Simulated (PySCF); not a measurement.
A GIAO shielding run with PySCF 2.14.0 with density-fitted response routines (density fitting, non-relativistic, gas phase) on H3Si(SH) ([SiH3]S, H$_{4}$SSi):

```
$ OMP_NUM_THREADS=1 python probes_run.py task.json out

{"job": {"kind": "nmr", "xc": "B97-2", "basis": "pcSseg-2", "pop": false}, "charge": 0, "multiplicity": 1}
Si    -0.486861    -0.096401     0.005802
S      1.464863     0.745820    -0.205501
H     -0.695505    -0.661017     1.363169
H     -1.416057     1.036509    -0.219028
H     -0.734500    -1.162201    -0.998005
H      2.110396    -0.409180     0.027402
```

Hardware: 1 thread of an Arm Neoverse N1, shared host.

Q: How large is the calculation?

A: 34 electrons, 142 basis functions and 448 auxiliary functions.

Q: How long does it take, and how much memory does it need?

A: 7.7 s of wall time, with 10 SCF cycles and 4 response iterations; peak memory 0.58 GiB. Times on a shared host scatter by some tens of per cent.

Q: And these other runs on the same molecule and hardware: GIAO shielding at KT3/pcSseg-2; GIAO shielding at PBE0/pcSseg-2; GIAO shielding at wB97X-D/pcSseg-2?

A: KT3/pcSseg-2: 142 functions, 10 s; PBE0/pcSseg-2: 142 functions, 13 s; wB97X-D/pcSseg-2: 142 functions, 10 s.
